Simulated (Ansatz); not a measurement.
Mulliken charges of `[LiH]` from PBE/def2-TZVPP in Ansatz (PBE0-D4/def2-TZVP geometry).

| atom | x (Å) | y (Å) | z (Å) | charge (e) |
| --- | --- | --- | --- | --- |
| Li1 | 0.000 | 0.000 | -0.001 | 0.373 |
| H2 | 0.000 | 0.000 | 1.597 | -0.373 |

Q: By hand: the dipole of these point charges (1 e Å = 4.8032 D).

A: Σ q r = (0.000, 0.000, -0.596) e Å, of length 0.596 e Å = 2.86 D.

Q: How does the dipole of the full density compare? (Estimate.)

A: Computed: (0.000, 0.000, -1.167) e Å, 5.61 D; the point charges give 0.51 times that, at 0° from its direction.

Point charges leave out the atoms' own dipoles, such as those of lone pairs, and Mulliken's split depends on the basis, so the two needn't agree.
